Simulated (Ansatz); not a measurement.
Relaxation of C2H2FNO (7 atoms, charge 0, multiplicity 1), to a largest force component of 0.015 eV/Å in at most 40 steps.

All numbers below come from RKS r2SCAN-D4/def2-SVP (Ansatz 0.2.0).

```xyz
7
Properties=species:S:1:pos:R:3
N -1.316 -0.399 0.339
C -0.138 0.035 0.354
F 0.332 0.467 1.504
C 0.792 0.027 -0.883
O 1.882 0.381 -0.863
H -1.727 -0.228 1.282
H 0.236 -0.352 -1.778
```

Q: Where does it end, and by what steps?

A: It converged. After 8 steps the energy has fallen by 0.324 eV; F3 moved furthest, 0.15 Å.

```json
{"step": "0", "energy less start (eV)": "0.0000", "largest force component (eV/Å)": "5.710", "accepted": "yes"}
{"step": "1", "energy less start (eV)": "-0.2558", "largest force component (eV/Å)": "1.072", "accepted": "yes"}
{"step": "2", "energy less start (eV)": "-0.2895", "largest force component (eV/Å)": "0.751", "accepted": "yes"}
{"step": "3", "energy less start (eV)": "-0.3058", "largest force component (eV/Å)": "0.701", "accepted": "yes"}
{"step": "4", "energy less start (eV)": "-0.3185", "largest force component (eV/Å)": "0.413", "accepted": "yes"}
{"step": "5", "energy less start (eV)": "-0.3230", "largest force component (eV/Å)": "0.278", "accepted": "yes"}
{"step": "6", "energy less start (eV)": "-0.3238", "largest force component (eV/Å)": "0.057", "accepted": "yes"}
{"step": "7", "energy less start (eV)": "-0.3239", "largest force component (eV/Å)": "0.020", "accepted": "yes"}
{"step": "8", "energy less start (eV)": "-0.3239", "largest force component (eV/Å)": "0.002", "accepted": "yes"}
```

```xyz
7
Properties=species:S:1:pos:R:3
N -1.330 -0.364 0.320
C -0.138 0.035 0.370
F 0.473 0.502 1.464
C 0.744 0.023 -0.847
O 1.887 0.397 -0.832
H -1.794 -0.291 1.233
H 0.220 -0.370 -1.753
```

The run took 12 s on 2 threads of Intel(R) Xeon(R) Platinum 8488C (Sapphire Rapids), on a shared host, peak memory 0.18 GiB.
